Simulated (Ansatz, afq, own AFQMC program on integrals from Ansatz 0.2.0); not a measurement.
Integrals from Ansatz 0.2.0, then the random walk in our own AFQMC program (afq).

```yaml
crystal:
  periodic: [false, false, false]
  atoms:
    - {symbol: Si, position_ang: [0.000000, 0.023519, 1.089742]}
    - {symbol: Si, position_ang: [0.000000, -0.076896, -1.189690]}
    - {symbol: H, position_ang: [0.000000, 1.216633, 1.985750]}
    - {symbol: H, position_ang: [0.000000, -1.180037, 1.969732]}
    - {symbol: H, position_ang: [0.000000, 1.450716, -1.170505]}
basis:
  gaussian: {orbitals: aug-cc-pVDZ}
total_charge: 1
magnetization: {spin_polarized: true, initial_magnetization: 2}
correlation: {method: ccsd_t, electrons: outside_noble_gas, hamiltonian_folder: ham}
```

```sh
$ ansatz run in.yaml --threads 1 --pin off --events-out ev --progress --plain --max-ram 16896MiB --backend cuda --devices 0, --max-vram 18GiB
```

afq runs on the folder ham with

```
--method phaseless --trial hf --walkers 1400 --populations 20 --least-time 40 --time-step 0.005 --steps-per-block 20 --equilibration-blocks 112 --max-blocks 4000 --target-error 0.0009500 --factor-cut 1e-05 --start spin_pure --seed 4725 --taylor-order 6
```

Times are imaginary, in 1/Eh. The walk had a cap of 98 s. With eight or more populations the least sampling time is a fifth of least-time, and the error comes from their spread.

Output of the walk:

```
orbitals 71  electrons 6 4  factors 589 of 809
reference energy -579.23861440 Eh
CCSD correlation -0.18884133 Eh in 14 cycles, weight of the determinant in the CISD state 0.8671
energy of the start -579.238729 Eh
 block  time / (1/Eh)  mean weight  energy / Eh
     1     0.100  1.0009  -579.268948
     2     0.200  1.0009  -579.292445
     3     0.300  1.0006  -579.313605
     4     0.400  1.0007  -579.329931
     5     0.500  1.0009  -579.342586
     9     0.900  1.0003  -579.379733
    25     2.500  1.0001  -579.425118
    31     3.100  1.0001  -579.416069
    49     4.900  0.9998  -579.433611
    73     7.300  1.0000  -579.436491
    97     9.700  1.0000  -579.429289
   121    12.100  1.0000  -579.435345
   145    14.500  0.9998  -579.428984
   163    16.300  1.0003  -579.442693
   169    16.900  1.0003  -579.433817
   193    19.300  1.0005  -579.435281
   217    21.700  0.9999  -579.440787
   241    24.100  0.9999  -579.432728
error from the spread of 20 populations
energy -579.435537 +/- 0.000893 Eh
(rows thinned)
```

The run passed its tests (sampling time, drift between the halves within three errors, error under three times the target), which doesn't prove that it has relaxed.

Against this walk (error 24.3 meV) on the same determinant: CCSD(T) 45.5 meV higher (within the noise), CCSDT(Q) 11.2 meV lower (within the noise), a separate phaseless walk with a CISD trial and standard settings 7.7 ± 24.7 meV higher (within the noise). The error is statistical and leaves out the bias of the constraint.

Cautions: constraint bias not in the error; another spin lies lower (by 266 meV).

The walk took 57 s on 1 × NVIDIA H100 80GB HBM3 with 2 threads of AMD EPYC 7R13 Processor (Zen 3), on a shared host (the card was shared). The log's last line is the phaseless energy.

CCSDT and higher add their correlation energy to the determinant of the CCSD(T) run, since their own runs factorise the integrals more tightly (a shift of under 2 meV). A walk keeps the symmetry of its determinant, which the program's search chose and which needn't be the lowest solution, so a lower state of the same spin and another symmetry isn't excluded.
